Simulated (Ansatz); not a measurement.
**O2, triplet: cost against accuracy**

Geometry (MP2(full)/6-31G*, from the G2/97 set):

```yaml
atoms:
  - { symbol: O, position_ang: [0.0000, 0.0000, 0.0000] }
  - { symbol: O, position_ang: [0.0000, 0.0000, 1.2460] }
```

Measured, as an electronic atomization energy: 120.3 kcal/mol (G2/97 heats of formation of molecule and atoms, with zero-point and thermal terms from B3LYP taken off; Curtiss et al., J. Chem. Phys. 106, 1063 (1997), Staroverov et al., J. Chem. Phys. 119, 12129 (2003)). The measured value holds scalar relativity and spin–orbit coupling, which all computed ones lack, and core correlation, which the wave-function levels lack. Atoms are taken at the same level, with ROHF references for molecule and atoms in the R rows. The atoms' steps beyond CCSDT(Q) are taken from restricted open-shell runs, which share full CI's core. Ansatz 0.2.0; the 6-31G* set has Cartesian d functions; a miss is computed less measured; times are wall times on shared hosts and scatter by a factor of two or so. A small miss in a small set is a cancellation of the method's error against the basis error.

| level | basis | miss (kcal/mol) | time of the run | hardware |
| --- | --- | --- | --- | --- |
| RMP2 | STO-3G | -38.3 | – | – |
| UCCSDTQ | STO-3G | -29.8* | 8.5 s | 1 CPU thread |
| B2PLYP | STO-3G | -10.1 | 0.25 s | 1 CPU thread |
| UCCSD(T) | 6-31G | -49.8 | 0.52 s | 1 CPU thread |
| RCCSDT(Q) | 6-31G | -48.3 | 4.7 s | 1 CPU thread |
| UCCSDT(Q) | 6-31G | -48.4 | 3.9 s | 1 CPU thread |
| RCCSDTQ | 6-31G | -48.5 | 56 s | 1 CPU thread |
| MRCISD+Q (valence space) | 6-31G | -49.9 | 1 s | 1 CPU thread |
| B3LYP | 6-31G | -24.0 | 0.27 s | 1 CPU thread |
| wB97M-V | 6-31G | -27.3 | 0.85 s | 1 CPU thread |
| RMP2 | cc-pVDZ | 5.7 | – | – |
| UMP2 | cc-pVDZ | -4.4 | – | – |
| RCCSD(T) | cc-pVDZ | -16.9 | 1.2 s | 1 CPU thread |
| UCCSD(T) | cc-pVDZ | -16.9 | 1.1 s | 1 CPU thread |
| RCCSDT(Q) | cc-pVDZ | -15.5 | 9.5 s | 1 CPU thread |
| RCCSDTQ | cc-pVDZ | -15.7 | 57 s | H100 + 2 CPU threads |
| UCCSDTQ | cc-pVDZ | -15.8 | 35 s | H100 + 2 CPU threads |
| PBE | cc-pVDZ | 24.1 | 0.31 s | 1 CPU thread |
| B2PLYP | cc-pVDZ | -2.6 | 0.4 s | 1 CPU thread |
| RHF | 6-31G* | -103.0 | – | – |
| UMP2 | 6-31G* | -1.3 | – | – |
| RCCSDT(Q) | 6-31G* | -13.4 | 10 s | 1 CPU thread |
| UCCSDT(Q) | 6-31G* | -13.5 | 8 s | 1 CPU thread |
| RCCSDTQ | 6-31G* | -13.7 | 47 s | H100 + 2 CPU threads |
| UCCSDTQ | 6-31G* | -13.7 | 42 s | H100 + 2 CPU threads |
| r2SCAN | 6-31G* | 9.1 | 0.92 s | 1 CPU thread |
| B2PLYP | 6-31G* | -0.6 | 0.4 s | 1 CPU thread |
| RHF | cc-pVTZ | -100.5 | – | – |
| UMP2 | cc-pVTZ | 5.1 | – | – |
| RCCSD(T) | cc-pVTZ | -7.5 | 11 s (with forces) | 1 CPU thread |
| RCCSDT(Q) | cc-pVTZ | -6.6 | 14 s | H100 + 2 CPU threads |
| MRCISD+Q (valence space) | cc-pVTZ | -9.6 | 8 s | H100 + 2 CPU threads |
| r2SCAN | cc-pVTZ | 8.5 | 1.2 s (with forces) | 1 CPU thread |
| wB97M-V | cc-pVTZ | 1.1 | 1.7 s (with forces) | 1 CPU thread |
| B2PLYP | cc-pVTZ | 1.2 | 0.7 s | 1 CPU thread |
| UCCSD(T) | cc-pVQZ | -4.3 | 11 s | H100 + 2 CPU threads |
| RCCSDT(Q) | cc-pVQZ | -3.3 | 45 s | H100 + 2 CPU threads |
| PBE | cc-pVQZ | 23.4 | 8.5 s | H100 + 2 CPU threads |
| r2SCAN | cc-pVQZ | 8.5 | 9 s | H100 + 2 CPU threads |
| B2PLYP | cc-pVQZ | 2.4 | 10 s | H100 + 2 CPU threads |

A dash: the level came out of a higher level's run.

An asterisk marks runs whose energy the program itself flagged as in doubt.

A composite of the best parts (unrestricted reference, at this geometry, which isn't the minimum of the high levels):

```tsv
part	kcal/mol
Hartree–Fock limit (T, Q; exp(−5.46 √X))	27.84
CCSD(T) correlation limit (T, Q; X⁻³)	90.33
CCSDT − CCSD(T) (QZ)	-0.49
(Q) (QZ)	1.39
CCSDTQ − CCSDT(Q) (DZ)	-0.15
sum	118.9
sum less measured	-1.4
```
